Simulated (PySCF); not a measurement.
# J couplings in C$_{5}$H$_{9}$N

Cartesian coordinates in Å; atom numbers follow the order of the lines, from 1:
```xyz
15

C    -2.058   -0.433   -0.252
C    -0.607   -0.569    0.191
C     0.156    0.743    0.022
C     1.630    0.608    0.426
C     2.328   -0.300   -0.449
N     2.871   -1.015   -1.156
H    -2.584   -1.375   -0.125
H    -2.111   -0.150   -1.301
H    -2.568    0.328    0.335
H    -0.575   -0.874    1.241
H    -0.116   -1.348   -0.396
H    -0.306    1.518    0.639
H     0.097    1.064   -1.021
H     1.709    0.230    1.450
H     2.129    1.580    0.376
```

Couplings: B3LYP/pcJ-1 (spin–dipole term only in couplings to heteroatoms) in PySCF 2.14.0 with density-fitted response routines, geometry GFN2-xTB; gas phase, one conformer, non-relativistic. Couplings are averaged over pairs made equivalent by symmetry, fast rotation or ring inversion, so a value needn't be that of the named pair in this geometry, while other rotamers aren't included; one pair stands for each set, and the list holds a selection of those of at least 0.8 Hz over up to four bonds.

Isotopes: $^{13}$C, $^{1}$H, $^{15}$N.

```json
{"pair": "C1, C2", "bonds": "1", "J (Hz)": "34.1"}
{"pair": "C1, H7", "bonds": "1", "J (Hz)": "131.9"}
{"pair": "C2, C3", "bonds": "1", "J (Hz)": "?"}
{"pair": "C2, H10", "bonds": "1", "J (Hz)": "133.5"}
{"pair": "C3, C4", "bonds": "1", "J (Hz)": "32.7"}
{"pair": "C3, H12", "bonds": "1", "J (Hz)": "136.7"}
{"pair": "C4, C5", "bonds": "1", "J (Hz)": "67.1"}
{"pair": "C4, H14", "bonds": "1", "J (Hz)": "139.2"}
{"pair": "C5, N6", "bonds": "1", "J (Hz)": "-21.7"}
{"pair": "C1, H10", "bonds": "2", "J (Hz)": "-3.6"}
{"pair": "C2, H7", "bonds": "2", "J (Hz)": "-3.7"}
{"pair": "C2, H12", "bonds": "2", "J (Hz)": "?"}
{"pair": "C3, C5", "bonds": "2", "J (Hz)": "-2.7"}
{"pair": "C3, H14", "bonds": "2", "J (Hz)": "?"}
{"pair": "C4, H12", "bonds": "2", "J (Hz)": "?"}
{"pair": "C5, H14", "bonds": "2", "J (Hz)": "?"}
{"pair": "H7, H8", "bonds": "2", "J (Hz)": "-13.4"}
{"pair": "C1, H12", "bonds": "3", "J (Hz)": "2.6"}
{"pair": "C2, C5", "bonds": "3", "J (Hz)": "1.3"}
{"pair": "C2, H14", "bonds": "3", "J (Hz)": "?"}
{"pair": "C3, H7", "bonds": "3", "J (Hz)": "6.5"}
{"pair": "C4, H10", "bonds": "3", "J (Hz)": "?"}
{"pair": "C5, H12", "bonds": "3", "J (Hz)": "8.2"}
{"pair": "H7, H10", "bonds": "3", "J (Hz)": "7.7"}
{"pair": "H10, H12", "bonds": "3", "J (Hz)": "?"}
{"pair": "H12, H14", "bonds": "3", "J (Hz)": "3.1"}
```

Estimate the withheld couplings, with signs.

Answers


- $^{1}J$(C2,C3) = 34.4 Hz (bond length 1.527 Å)
- $^{2}J$(C2,H12) = -3.5 Hz (angle at C3 110°)
- $^{2}J$(C3,H14) = -4.5 Hz (angle at C4 110°)
- $^{2}J$(C4,H12) = -2.7 Hz (angle at C3 109°)
- $^{2}J$(C5,H14) = -9.8 Hz (angle at C4 108°)
- $^{3}J$(C2,H14) = 6.2 Hz (mean over equivalent pairs that range from 3.2 to 9.1 Hz in this conformer)
- $^{3}J$(C4,H10) = 2.8 Hz (dihedral angle 61°)
- $^{3}J$(H10,H12) = 4.2 Hz (dihedral angle 60°)
